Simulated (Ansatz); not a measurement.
# Si2C+ (doublet): from Hartree-Fock to the top rungs, def2-QZVPP

An exercise on one series of results from a longer session: the logs are not shown, and one member is left open.

Program: Ansatz 0.2.0, Gaussian basis. Level of theory: def2-QZVPP, core rule «outside noble gas», up to 11 orbitals frozen. These are calculated values, not measurements.

Plan: UHF; ROHF; CCSD(T) on UHF.

2 further runs of the same task are left out: 2 set aside as unsound or not needed.

## The geometry

The geometry is a PBE0/def2-TZVP stationary point (not a proven minimum) of the parent state, kept for this charge and spin.

3 atoms, charge 1, spin multiplicity 2.

Atoms are counted from 1 here; the program's logs count them from 0.

Bond lengths: C1–Si2 1.825 Å, C1–Si3 1.757 Å, Si2–Si3 2.287 Å. Angles: Si2–C1–Si3 79.3°, C1–Si2–Si3 49.0°, C1–Si3–Si2 51.6°.

Geometry (Å):

```xyz
3
charge 1, multiplicity 2
C     0.0000   -1.1343   -0.0586
Si    0.0000    0.2274    1.1558
Si    0.0000    0.2577   -1.1308
```

Set-up of the first run:

The input, in.yaml:

```yaml
crystal:
  periodic: [false, false, false]
  atoms:
    - {symbol: C, position_ang: [0.000000, -1.134324, -0.058627]}
    - {symbol: Si, position_ang: [0.000000, 0.227422, 1.155842]}
    - {symbol: Si, position_ang: [0.000000, 0.257669, -1.130771]}
basis:
  gaussian: {orbitals: "def2-QZVPP.json"}
total_charge: 1
magnetization: {spin_polarized: true, initial_magnetization: 1}
hamiltonian: {xc: hf}
output: {orbitals: {seedname: orbitals}}
```

Started as:

```console
$ ansatz run in.yaml --threads 1 --pin off --events-out ev --progress --plain --max-ram 2393MiB
```

Steps of the session up to this table: UHF; ROHF; CCSD(T) on UHF.

One table of the session follows, with a row left open; its other results are not shown here.

| method | from UCCSD(T) (meV) |
| --- | --- |
| ROHF | +10688.4 |
| UHF | +9707.6 |
| UMP2 | ? |
| UCCSD | +746.2 |
| UCCSD(T) | 0 |

Q: Estimate the row for UMP2 from the others.

The run gave: from UCCSD(T) (meV): +2050.0. In the column «from UCCSD(T) (meV)» it lies between UCCSD (+746.2) and UHF (+9707.6).

Caveats from the session: The determinant is far from a pure spin state, so its energy mixes those of several spin states (harmless only where they are near-degenerate, as at dissociation).
